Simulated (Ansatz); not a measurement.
**Worked example: correlation energy of OH⁺, singlet**

Geometry: a PBE0/def2-TZVP stationary point for this spin. The triplet lies 2.2 eV lower here.

```tsv
atom	x (Å)	y (Å)	z (Å)
O	0.0000	0.0000	0.0000
H	0.0000	0.0000	1.0366
```

Basis aug-cc-pVTZ; Ansatz 0.2.0. Correlated methods freeze the noble-gas cores, which leaves 6 electrons in 68 orbitals. R marks a restricted (for open shells ROHF) determinant.

Full CI is exact within this basis and frozen core; it isn't the basis-set limit.

The determinant fills πx and πy unequally, so it is a mixture of Σ and Δ, which weighs on every level built on one determinant.

Runs differ by some tens of microhartree through their thresholds, so steps under 0.03 kcal/mol mean nothing.

| level | total energy (hartree) |
| --- | --- |
| RHF | -74.865838 |
| RMP2 | -75.034718 |
| RCCSD | -75.067948 |
| RCCSD(T) | -75.078696 |
| RCCSDT* | -75.089255 |
| RCCSDT(Q)* | -75.090343 |
| RCCSDTQ* | -75.089949 |
| full CI | -75.089951 |

What is the correlation energy at full CI, and what share of it do RMP2 and RCCSD recover?

E(corr) = -75.089951 − (-74.865838) = -0.224113 hartree = -6.098 eV. RMP2: -0.168880 / -0.224113 = 75.35 %. RCCSD: -0.202110 / -0.224113 = 90.18 %.

By how many kcal/mol does RCCSD(T) miss full CI (1 hartree = 627.509 kcal/mol), and which steps make up the rest?

-75.078696 − (-75.089951) = 0.011255 hartree = 7.06 kcal/mol. Steps: RCCSDT − RCCSD(T) = -6.63, RCCSDT(Q) − RCCSDT = -0.68, RCCSDTQ − RCCSDT(Q) = 0.25, full CI − RCCSDTQ = 0.00 kcal/mol. With more than one leading determinant such errors change with state and geometry, and needn't cancel in differences.

An asterisk marks runs whose energy the program itself flagged as in doubt.
